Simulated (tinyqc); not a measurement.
Inside a calculation (part 2 of 2). Method: UHF in the sto-6g basis, for H2O, spin multiplicity 1. Computed by tinyqc, a small Python program that keeps every step (integrals from PySCF). Command: `OMP_NUM_THREADS=1 python tinyqc.py 22911 22912 out.jsonl` (the two numbers bound the seeds that draw the settings). One thread of a shared host (Intel(R) Xeon(R) Processor @ 2.60GHz), about 0.2 s of CPU time with the checks.

Geometry (angstrom):
```
atom         x          y         z
O     0.000000   0.000000  0.000000
H     0.000000   0.911000  0.727000
H     0.000000  -0.911000  0.727000
```

## Iteration 2: building the Fock matrix

D(alpha) after iteration 1:
```
            1O 1s      1O 2s     1O 2px     1O 2py     1O 2pz      2H 1s      3H 1s
1O 1s    1.057986  -0.258613   0.018973   0.000000   0.032542   0.022436   0.022436
1O 2s   -0.258613   1.182676  -0.125285   0.000000  -0.198097  -0.190863  -0.190863
1O 2px   0.018973  -0.125285   0.917972   0.000000  -0.242274   0.161464   0.161464
1O 2py   0.000000   0.000000   0.000000   0.230779   0.000000   0.264216  -0.264216
1O 2pz   0.032542  -0.198097  -0.242274   0.000000   0.377521   0.240047   0.240047
2H 1s    0.022436  -0.190863   0.161464   0.264216   0.240047   0.587293  -0.017703
3H 1s    0.022436  -0.190863   0.161464  -0.264216   0.240047  -0.017703   0.587293
```

D(beta) after iteration 1:
```
            1O 1s      1O 2s     1O 2px     1O 2py     1O 2pz      2H 1s      3H 1s
1O 1s    1.057986  -0.258613  -0.018973   0.000000   0.032542   0.022436   0.022436
1O 2s   -0.258613   1.182676   0.125285   0.000000  -0.198097  -0.190863  -0.190863
1O 2px  -0.018973   0.125285   0.917972   0.000000   0.242274  -0.161464  -0.161464
1O 2py   0.000000   0.000000   0.000000   0.230779   0.000000   0.264216  -0.264216
1O 2pz   0.032542  -0.198097   0.242274   0.000000   0.377521   0.240047   0.240047
2H 1s    0.022436  -0.190863  -0.161464   0.264216   0.240047   0.587293  -0.017703
3H 1s    0.022436  -0.190863  -0.161464  -0.264216   0.240047  -0.017703   0.587293
```

core Hamiltonian H = T + V (hartree):
```
             1O 1s      1O 2s     1O 2px     1O 2py     1O 2pz      2H 1s      3H 1s
1O 1s   -32.839167  -7.257196   0.000000   0.000000  -0.013819  -1.084135  -1.084135
1O 2s    -7.257196  -9.062461   0.000000   0.000000  -0.161308  -2.583166  -2.583166
1O 2px    0.000000   0.000000  -7.321452   0.000000   0.000000   0.000000   0.000000
1O 2py    0.000000   0.000000   0.000000  -7.416605   0.000000  -1.508968   1.508968
1O 2pz   -0.013819  -0.161308   0.000000   0.000000  -7.382049  -1.244659  -1.244659
2H 1s    -1.084135  -2.583166   0.000000  -1.508968  -1.244659  -4.335855  -0.900801
3H 1s    -1.084135  -2.583166   0.000000   1.508968  -1.244659  -0.900801  -4.335855
```

nuclear repulsion = 7.55482980 hartree

Given earlier and not repeated: Two-electron integrals (ij|kl) in chemists' order.

J_ij = sum D_kl (ij|kl) with D = D(alpha) + D(beta), K_ij = sum D_kl (ik|jl) for each spin; F = H + J - K(s); E = tr D H + tr D J / 2 - 0.5 sum_s tr D(s) K(s) + E_nn.

Coulomb J (hartree):
```
            1O 1s     1O 2s    1O 2px     1O 2py    1O 2pz     2H 1s      3H 1s
1O 1s   16.720974  2.939811  0.000000   0.000000  0.000922  0.449229   0.449229
1O 2s    2.939811  7.740751  0.000000   0.000000  0.105425  2.233970   2.233970
1O 2px   0.000000  0.000000  7.762329   0.000000  0.000000  0.000000   0.000000
1O 2py   0.000000  0.000000  0.000000   7.733454  0.000000  1.438291  -1.438291
1O 2pz   0.000922  0.105425  0.000000   0.000000  7.726469  1.180819   1.180819
2H 1s    0.449229  2.233970  0.000000   1.438291  1.180819  4.591299   0.810062
3H 1s    0.449229  2.233970  0.000000  -1.438291  1.180819  0.810062   4.591299
```

exchange K(alpha) (hartree):
```
            1O 1s      1O 2s     1O 2px     1O 2py     1O 2pz     2H 1s      3H 1s
1O 1s    4.898586   0.740152  -0.000351   0.000000   0.002051  0.121757   0.121757
1O 2s    0.740152   1.222674  -0.033553   0.000000  -0.035078  0.391573   0.391573
1O 2px  -0.000351  -0.033553   1.053191   0.000000  -0.163907  0.022447   0.022447
1O 2py   0.000000   0.000000   0.000000   0.690295   0.000000  0.278822  -0.278822
1O 2pz   0.002051  -0.035078  -0.163907   0.000000   0.748849  0.245020   0.245020
2H 1s    0.121757   0.391573   0.022447   0.278822   0.245020  0.655382   0.131057
3H 1s    0.121757   0.391573   0.022447  -0.278822   0.245020  0.131057   0.655382
```

exchange K(beta) (hartree):
```
           1O 1s      1O 2s     1O 2px     1O 2py     1O 2pz      2H 1s      3H 1s
1O 1s   4.898586   0.740152   0.000351   0.000000   0.002051   0.121757   0.121757
1O 2s   0.740152   1.222674   0.033553   0.000000  -0.035078   0.391573   0.391573
1O 2px  0.000351   0.033553   1.053191   0.000000   0.163907  -0.022447  -0.022447
1O 2py  0.000000   0.000000   0.000000   0.690295   0.000000   0.278822  -0.278822
1O 2pz  0.002051  -0.035078   0.163907   0.000000   0.748849   0.245020   0.245020
2H 1s   0.121757   0.391573  -0.022447   0.278822   0.245020   0.655382   0.131057
3H 1s   0.121757   0.391573  -0.022447  -0.278822   0.245020   0.131057   0.655382
```

F(alpha) (hartree):
```
             1O 1s      1O 2s     1O 2px     1O 2py     1O 2pz      2H 1s      3H 1s
1O 1s   -21.016779  -5.057538   0.000351   0.000000  -0.014948  -0.756663  -0.756663
1O 2s    -5.057538  -2.544383   0.033553   0.000000  -0.020806  -0.740770  -0.740770
1O 2px    0.000351   0.033553  -0.612314   0.000000   0.163907  -0.022447  -0.022447
1O 2py    0.000000   0.000000   0.000000  -0.373445   0.000000  -0.349499   0.349499
1O 2pz   -0.014948  -0.020806   0.163907   0.000000  -0.404429  -0.308860  -0.308860
2H 1s    -0.756663  -0.740770  -0.022447  -0.349499  -0.308860  -0.399937  -0.221795
3H 1s    -0.756663  -0.740770  -0.022447   0.349499  -0.308860  -0.221795  -0.399937
```

F(beta) (hartree):
```
             1O 1s      1O 2s     1O 2px     1O 2py     1O 2pz      2H 1s      3H 1s
1O 1s   -21.016779  -5.057538  -0.000351   0.000000  -0.014948  -0.756663  -0.756663
1O 2s    -5.057538  -2.544383  -0.033553   0.000000  -0.020806  -0.740770  -0.740770
1O 2px   -0.000351  -0.033553  -0.612314   0.000000  -0.163907   0.022447   0.022447
1O 2py    0.000000   0.000000   0.000000  -0.373445   0.000000  -0.349499   0.349499
1O 2pz   -0.014948  -0.020806  -0.163907   0.000000  -0.404429  -0.308860  -0.308860
2H 1s    -0.756663  -0.740770   0.022447  -0.349499  -0.308860  -0.399937  -0.221795
3H 1s    -0.756663  -0.740770   0.022447   0.349499  -0.308860  -0.221795  -0.399937
```

total energy of this density = -75.44018742 hartree

## Iteration 2: diagonalisation and new density

X:
```
            1O 1s      1O 2s    1O 2px     1O 2py     1O 2pz      2H 1s      3H 1s
1O 1s    1.022144  -0.130537  0.000000   0.000000  -0.005958   0.016141   0.016141
1O 2s   -0.130537   1.129620  0.000000   0.000000   0.059503  -0.196732  -0.196732
1O 2px   0.000000   0.000000  1.000000   0.000000   0.000000   0.000000   0.000000
1O 2py   0.000000   0.000000  0.000000   1.058695   0.000000  -0.154278   0.154278
1O 2pz  -0.005958   0.059503  0.000000   0.000000   1.032555  -0.108024  -0.108024
2H 1s    0.016141  -0.196732  0.000000  -0.154278  -0.108024   1.104419  -0.053716
3H 1s    0.016141  -0.196732  0.000000   0.154278  -0.108024  -0.053716   1.104419
```

Diagonalise F' = X^T F X, C = X C', fill 5 alpha and 5 beta electrons from the bottom; D(s) = C_occ C_occ^T. Each column has its largest component positive (the first on a tie).

F' = X^T F X (alpha) (hartree):
```
            1          2          3          4          5          6          7
1  -20.695349  -2.501776  -0.005722   0.000000  -0.037864  -0.097605  -0.097605
2   -2.501776  -1.570215   0.056441   0.000000   0.116826  -0.339105  -0.339105
3   -0.005722   0.056441  -0.612314   0.000000   0.176087  -0.047886  -0.047886
4    0.000000   0.000000   0.000000  -0.198711   0.000000  -0.352336   0.352336
5   -0.037864   0.116826   0.176087   0.000000  -0.299342  -0.271917  -0.271917
6   -0.097605  -0.339105  -0.047886  -0.352336  -0.271917  -0.073345  -0.066417
7   -0.097605  -0.339105  -0.047886   0.352336  -0.271917  -0.066417  -0.073345
```

orbital energies (alpha) (hartree): MO1 -21.019106, MO2 -1.414569, MO3 -0.709244, MO4 -0.610241, MO5 -0.502054, MO6 0.327990, MO7 0.404602

coefficients C (alpha):
```
              MO1        MO2        MO3        MO4        MO5        MO6        MO7
1O 1s    0.997242  -0.239771  -0.028598   0.000000   0.049447  -0.084441   0.000000
1O 2s    0.012332   0.973676   0.149893   0.000000  -0.314362   0.551853   0.000000
1O 2px  -0.000055  -0.042528   0.806008   0.000000   0.563232   0.176953   0.000000
1O 2py   0.000000   0.000000   0.000000   0.677349   0.000000   0.000000   0.842399
1O 2pz   0.001552   0.027447  -0.534290   0.000000   0.541498   0.716689   0.000000
2H 1s   -0.002202   0.066075  -0.098652   0.402536   0.359140  -0.677891  -0.729661
3H 1s   -0.002202   0.066075  -0.098652  -0.402536   0.359140  -0.677891   0.729661
```

F' = X^T F X (beta) (hartree):
```
            1          2          3          4          5          6          7
1  -20.695349  -2.501776   0.005722   0.000000  -0.037864  -0.097605  -0.097605
2   -2.501776  -1.570215  -0.056441   0.000000   0.116826  -0.339105  -0.339105
3    0.005722  -0.056441  -0.612314   0.000000  -0.176087   0.047886   0.047886
4    0.000000   0.000000   0.000000  -0.198711   0.000000  -0.352336   0.352336
5   -0.037864   0.116826  -0.176087   0.000000  -0.299342  -0.271917  -0.271917
6   -0.097605  -0.339105   0.047886  -0.352336  -0.271917  -0.073345  -0.066417
7   -0.097605  -0.339105   0.047886   0.352336  -0.271917  -0.066417  -0.073345
```

orbital energies (beta) (hartree): MO1 -21.019106, MO2 -1.414569, MO3 -0.709244, MO4 -0.610241, MO5 -0.502054, MO6 0.327990, MO7 0.404602

coefficients C (beta):
```
              MO1        MO2        MO3        MO4        MO5        MO6        MO7
1O 1s    0.997242  -0.239771   0.028598   0.000000  -0.049447  -0.084441   0.000000
1O 2s    0.012332   0.973676  -0.149893   0.000000   0.314362   0.551853   0.000000
1O 2px   0.000055   0.042528   0.806008   0.000000   0.563232  -0.176953   0.000000
1O 2py   0.000000   0.000000   0.000000   0.677349   0.000000   0.000000   0.842399
1O 2pz   0.001552   0.027447   0.534290   0.000000  -0.541498   0.716689   0.000000
2H 1s   -0.002202   0.066075   0.098652   0.402536  -0.359140  -0.677891  -0.729661
3H 1s   -0.002202   0.066075   0.098652  -0.402536  -0.359140  -0.677891   0.729661
```

D(alpha) after iteration 2:
```
            1O 1s      1O 2s     1O 2px     1O 2py     1O 2pz      2H 1s      3H 1s
1O 1s    1.055244  -0.240992   0.014942   0.000000   0.037022   0.002541   0.002541
1O 2s   -0.240992   1.069488  -0.097652   0.000000  -0.223569  -0.063379  -0.063379
1O 2px   0.014942  -0.097652   0.968688   0.000000  -0.126820   0.119955   0.119955
1O 2py   0.000000   0.000000   0.000000   0.458801   0.000000   0.272657  -0.272657
1O 2pz   0.037022  -0.223569  -0.126820   0.000000   0.579442   0.248993   0.248993
2H 1s    0.002541  -0.063379   0.119955   0.272657   0.248993   0.305120  -0.018950
3H 1s    0.002541  -0.063379   0.119955  -0.272657   0.248993  -0.018950   0.305120
```

D(beta) after iteration 2:
```
            1O 1s      1O 2s     1O 2px     1O 2py     1O 2pz      2H 1s      3H 1s
1O 1s    1.055244  -0.240992  -0.014942   0.000000   0.037022   0.002541   0.002541
1O 2s   -0.240992   1.069488   0.097652   0.000000  -0.223569  -0.063379  -0.063379
1O 2px  -0.014942   0.097652   0.968688   0.000000   0.126820  -0.119955  -0.119955
1O 2py   0.000000   0.000000   0.000000   0.458801   0.000000   0.272657  -0.272657
1O 2pz   0.037022  -0.223569   0.126820   0.000000   0.579442   0.248993   0.248993
2H 1s    0.002541  -0.063379  -0.119955   0.272657   0.248993   0.305120  -0.018950
3H 1s    0.002541  -0.063379  -0.119955  -0.272657   0.248993  -0.018950   0.305120
```

## Iteration 13 (converged): orbitals

converged F(alpha) (hartree):
```
             1O 1s      1O 2s     1O 2px     1O 2py     1O 2pz      2H 1s      3H 1s
1O 1s   -20.532749  -4.965297   0.000000   0.000000  -0.023151  -0.743905  -0.743905
1O 2s    -4.965297  -2.298303   0.000000   0.000000  -0.057427  -0.710831  -0.710831
1O 2px    0.000000   0.000000  -0.394687   0.000000   0.000001   0.000000   0.000000
1O 2py    0.000000   0.000000   0.000000  -0.213609   0.000000  -0.337481   0.337481
1O 2pz   -0.023151  -0.057427   0.000001   0.000000  -0.254485  -0.308611  -0.308611
2H 1s    -0.743905  -0.710831   0.000000  -0.337481  -0.308611  -0.366352  -0.210027
3H 1s    -0.743905  -0.710831   0.000000   0.337481  -0.308611  -0.210027  -0.366352
```

converged F(beta) (hartree):
```
             1O 1s      1O 2s     1O 2px     1O 2py     1O 2pz      2H 1s      3H 1s
1O 1s   -20.532749  -4.965297   0.000000   0.000000  -0.023151  -0.743905  -0.743905
1O 2s    -4.965297  -2.298303   0.000000   0.000000  -0.057427  -0.710831  -0.710831
1O 2px    0.000000   0.000000  -0.394687   0.000000  -0.000001   0.000000   0.000000
1O 2py    0.000000   0.000000   0.000000  -0.213609   0.000000  -0.337481   0.337481
1O 2pz   -0.023151  -0.057427  -0.000001   0.000000  -0.254485  -0.308611  -0.308611
2H 1s    -0.743905  -0.710831   0.000000  -0.337481  -0.308611  -0.366352  -0.210027
3H 1s    -0.743905  -0.710831   0.000000   0.337481  -0.308611  -0.210027  -0.366352
```

As before.

F' = X^T F X (alpha) (hartree):
```
            1          2          3          4          5          6          7
1  -20.209406  -2.497439   0.000000   0.000000  -0.043740  -0.091420  -0.091420
2   -2.497439  -1.301230   0.000000   0.000000   0.094088  -0.360280  -0.360280
3    0.000000   0.000000  -0.394687   0.000000   0.000001   0.000000   0.000000
4    0.000000   0.000000   0.000000  -0.026373   0.000000  -0.367034   0.367034
5   -0.043740   0.094088   0.000001   0.000000  -0.142842  -0.285691  -0.285691
6   -0.091420  -0.360280   0.000000  -0.367034  -0.285691  -0.036884  -0.058238
7   -0.091420  -0.360280   0.000000   0.367034  -0.285691  -0.058238  -0.036884
```

orbital energies (alpha) (hartree): MO1 -20.535611, MO2 -1.199628, MO3 -0.522122, MO4 -0.435213, MO5 -0.394687, MO6 0.421851, MO7 0.517103

coefficients C (alpha):
```
              MO1        MO2        MO3        MO4        MO5        MO6        MO7
1O 1s    0.996924  -0.230354   0.000000   0.081611   0.000000  -0.093774   0.000000
1O 2s    0.013728   0.910401   0.000000  -0.445768  -0.000002   0.588475   0.000000
1O 2px   0.000000   0.000000   0.000000  -0.000005   1.000000   0.000001   0.000000
1O 2py   0.000000   0.000000   0.614914   0.000000   0.000000   0.000000   0.888999
1O 2pz   0.002090   0.069847   0.000000   0.734671   0.000003   0.740582   0.000000
2H 1s   -0.002484   0.130826   0.454046   0.350726   0.000002  -0.680067  -0.698772
3H 1s   -0.002484   0.130826  -0.454046   0.350726   0.000002  -0.680067   0.698772
```

F' = X^T F X (beta) (hartree):
```
            1          2          3          4          5          6          7
1  -20.209406  -2.497439   0.000000   0.000000  -0.043740  -0.091420  -0.091420
2   -2.497439  -1.301230   0.000000   0.000000   0.094088  -0.360280  -0.360280
3    0.000000   0.000000  -0.394687   0.000000  -0.000001   0.000000   0.000000
4    0.000000   0.000000   0.000000  -0.026373   0.000000  -0.367034   0.367034
5   -0.043740   0.094088  -0.000001   0.000000  -0.142842  -0.285691  -0.285691
6   -0.091420  -0.360280   0.000000  -0.367034  -0.285691  -0.036884  -0.058238
7   -0.091420  -0.360280   0.000000   0.367034  -0.285691  -0.058238  -0.036884
```

orbital energies (beta) (hartree): MO1 -20.535611, MO2 -1.199628, MO3 -0.522122, MO4 -0.435213, MO5 -0.394687, MO6 0.421851, MO7 0.517103

coefficients C (beta):
```
              MO1        MO2        MO3        MO4        MO5        MO6        MO7
1O 1s    0.996924  -0.230354   0.000000   0.081611   0.000000  -0.093774   0.000000
1O 2s    0.013728   0.910401   0.000000  -0.445768   0.000002   0.588475   0.000000
1O 2px   0.000000   0.000000   0.000000   0.000005   1.000000  -0.000001   0.000000
1O 2py   0.000000   0.000000   0.614914   0.000000   0.000000   0.000000   0.888999
1O 2pz   0.002090   0.069847   0.000000   0.734671  -0.000003   0.740582   0.000000
2H 1s   -0.002484   0.130826   0.454046   0.350726  -0.000002  -0.680067  -0.698772
3H 1s   -0.002484   0.130826  -0.454046   0.350726  -0.000002  -0.680067   0.698772
```

D(alpha) after iteration 13:
```
            1O 1s      1O 2s     1O 2px     1O 2py     1O 2pz      2H 1s      3H 1s
1O 1s    1.053581  -0.232408   0.000000   0.000000   0.045951  -0.003989  -0.003989
1O 2s   -0.232408   1.027727   0.000000   0.000000  -0.263876  -0.037273  -0.037273
1O 2px   0.000000   0.000000   1.000000   0.000000  -0.000001   0.000001   0.000001
1O 2py   0.000000   0.000000   0.000000   0.378119   0.000000   0.279199  -0.279199
1O 2pz   0.045951  -0.263876  -0.000001   0.000000   0.544624   0.266801   0.266801
2H 1s   -0.003989  -0.037273   0.000001   0.279199   0.266801   0.346288  -0.066027
3H 1s   -0.003989  -0.037273   0.000001  -0.279199   0.266801  -0.066027   0.346288
```

D(beta) after iteration 13:
```
            1O 1s      1O 2s     1O 2px     1O 2py     1O 2pz      2H 1s      3H 1s
1O 1s    1.053581  -0.232408   0.000000   0.000000   0.045951  -0.003989  -0.003989
1O 2s   -0.232408   1.027727   0.000000   0.000000  -0.263876  -0.037273  -0.037273
1O 2px   0.000000   0.000000   1.000000   0.000000   0.000001  -0.000001  -0.000001
1O 2py   0.000000   0.000000   0.000000   0.378119   0.000000   0.279199  -0.279199
1O 2pz   0.045951  -0.263876   0.000001   0.000000   0.544624   0.266801   0.266801
2H 1s   -0.003989  -0.037273  -0.000001   0.279199   0.266801   0.346288  -0.066027
3H 1s   -0.003989  -0.037273  -0.000001  -0.279199   0.266801  -0.066027   0.346288
```

## Convergence

Stop when the energy changes by less than 1e-10 hartree and every element of the error matrix X^T (F D S - S D F) X (for each spin) is below 3e-06.

Course of the cycle:
```
iteration   E (hartree)     change  largest element of the error matrix
1          -74.06768921          -                             2.44e-01
2          -75.44018742  -1.37e+00                             1.51e-01
3          -75.60127077  -1.61e-01                             4.96e-02
4          -75.62030410  -1.90e-02                             1.64e-02
5          -75.62431409  -4.01e-03                             1.29e-02
6          -75.62855594  -4.24e-03                             4.16e-03
7          -75.62901373  -4.58e-04                             1.24e-03
8          -75.62906154  -4.78e-05                             3.43e-04
9          -75.62906374  -2.21e-06                             9.81e-05
10         -75.62906405  -3.08e-07                             2.42e-05
11         -75.62906407  -1.59e-08                             5.94e-06
12         -75.62906407  -1.02e-09                             1.27e-06
13         -75.62906407  -1.98e-11                             3.03e-07
```

PySCF UHF in the same basis, after a stability check = -75.62906407 hartree

Converged in 13 iterations.

## Populations, bond orders and dipole

overlap S:
```
           1O 1s     1O 2s    1O 2px     1O 2py    1O 2pz     2H 1s      3H 1s
1O 1s   1.000000  0.231145  0.000000   0.000000  0.000000  0.034298   0.034298
1O 2s   0.231145  1.000000  0.000000   0.000000  0.000000  0.351511   0.351511
1O 2px  0.000000  0.000000  1.000000   0.000000  0.000000  0.000000   0.000000
1O 2py  0.000000  0.000000  0.000000   1.000000  0.000000  0.246248  -0.246248
1O 2pz  0.000000  0.000000  0.000000   0.000000  1.000000  0.196512   0.196512
2H 1s   0.034298  0.351511  0.000000   0.246248  0.196512  1.000000   0.158720
3H 1s   0.034298  0.351511  0.000000  -0.246248  0.196512  0.158720   1.000000
```

Mulliken: Z minus the diagonal of D S on the atom; Loewdin: the same with S^(1/2) D S^(1/2); Mayer order: 2 sum_s sum (D(s) S)_ij (D(s) S)_ji over the two atoms.

Charges (e):
```
atom   Mulliken    Loewdin  Mulliken spin
1O    -0.224994  -0.168396              0
2H     0.112497   0.084198              0
3H     0.112497   0.084198              0
```

Mayer bond orders:
```
pair     order
2-1   0.980743
3-1   0.980743
3-2   0.006602
```

dipole moment about the origin, x y z (debye): 0.000000  0.000000  1.488093

<S^2> of the determinant (pure state: 0) = 0
